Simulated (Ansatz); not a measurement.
Worked example: correlation energy of N–CH2⁺, triplet

Geometry: that of the N–CH2, doublet, kept fixed.

```xyz
4

N     0.0000    0.0000    0.6600
C     0.0000    0.0000   -0.5768
H     0.0000   -0.9374   -1.1497
H     0.0000    0.9373   -1.1497
```

Basis cc-pVDZ; Ansatz 0.2.0. Only valence electrons are correlated (noble-gas cores frozen), which leaves 10 electrons in 36 orbitals. Prefix R: restricted or restricted open-shell reference; prefix U: unrestricted.

Full CI isn't at hand for all of this; UCCSDT(Q) serves as the reference, and is uncertain by the last step of the cluster series or more.

UCCSD has a T1 diagnostic of 0.021 and a largest doubles amplitude of 0.05.

Runs differ by some tens of microhartree through their thresholds and, for an open shell, their frozen cores, so steps under 0.03 kcal/mol mean nothing.

| level | total energy (hartree) |
| --- | --- |
| UHF | -93.034344 |
| UMP2 | -93.231404 |
| UCCSD | -93.266318 |
| UCCSD(T) | -93.271756 |
| UCCSDT | -93.272705 |
| UCCSDT(Q) | -93.273013 |

Q: What is the correlation energy at UCCSDT(Q), and what share of it do UMP2 and UCCSD recover?

A: E(corr) = -93.273013 − (-93.034344) = -0.238669 hartree = -6.495 eV. UMP2: -0.197060 / -0.238669 = 82.57 %. UCCSD: -0.231974 / -0.238669 = 97.19 %.

Q: By how many kcal/mol does UCCSD(T) miss UCCSDT(Q) (1 hartree = 627.509 kcal/mol), and which steps make up the rest?

A: -93.271756 − (-93.273013) = 0.001257 hartree = 0.79 kcal/mol. Steps: UCCSDT − UCCSD(T) = -0.60, UCCSDT(Q) − UCCSDT = -0.19 kcal/mol. That is within 1 kcal/mol of the reference in this basis, which itself misses far more of the correlation at the basis-set limit.
